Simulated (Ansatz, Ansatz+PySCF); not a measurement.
```xyz
17

C    -0.0172   -0.3205   -2.5942
C     0.0037    0.5640   -1.2602
C     0.0306   -0.3498    0.0143
C    -0.0204    0.4721    1.2700
C    -0.0078   -0.3608    2.5748
H    -0.0381    0.3420   -3.4535
H     0.9131   -1.0007   -2.5656
H    -0.9043   -0.9972   -2.6366
H    -0.9007    1.2129   -1.3103
H     0.8639    1.2122   -1.2350
H     0.9154   -0.9607    0.0283
H    -0.9079   -0.9408   -0.0032
H    -0.8450    1.2214    1.2720
H     0.9180    1.2024    1.3015
H    -0.0148    0.2905    3.4065
H    -0.8557   -0.9339    2.6054
H     0.9248   -0.9715    2.6304
```

RHF-MP2 on singlet C₅H₁₂ was run in several spherical basis sets with Ansatz (development build ahead of 0.2.0). Frozen core: 5 orbitals.

Rank the basis sets by the total energy that they give, lowest first, with the distance from the lowest.
A. 6-31G
B. 6-31G(d)
C. cc-pVDZ
D. def2-SVP

C (0.00 eV), B (2.59 eV), D (4.16 eV), A (9.89 eV).

Totals follow the description of the cores as much as that of the bonds, so this order isn't one of quality for chemistry.
